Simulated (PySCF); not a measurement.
## Name the molecule from its bond curve

A diatomic of charge 0 contains Na. Its singlet curve at PBE0 in a triple-zeta basis (no relativity, PySCF), in eV from the separated fragments:

```tsv
R (Å)	E (eV)
2.034	-3.469
2.128	-3.787
2.223	-3.958
2.294	-4.017
2.365	-4.032
2.436	-4.013
2.531	-3.950
2.649	-3.830
2.791	-3.651
2.980	-3.383
```

The fit gives ωe = 365 cm⁻¹ and the rotational constant Bₑ = 0.2186 cm⁻¹.

Which atom is the partner?

The minimum lies at 2.358 Å, so the reduced mass is 16.8576 u Å² cm⁻¹/(Bₑ·Re²) = 13.87 u. With Na at 22.99 u the partner weighs about 35.0 u: Cl. The molecule is NaCl.
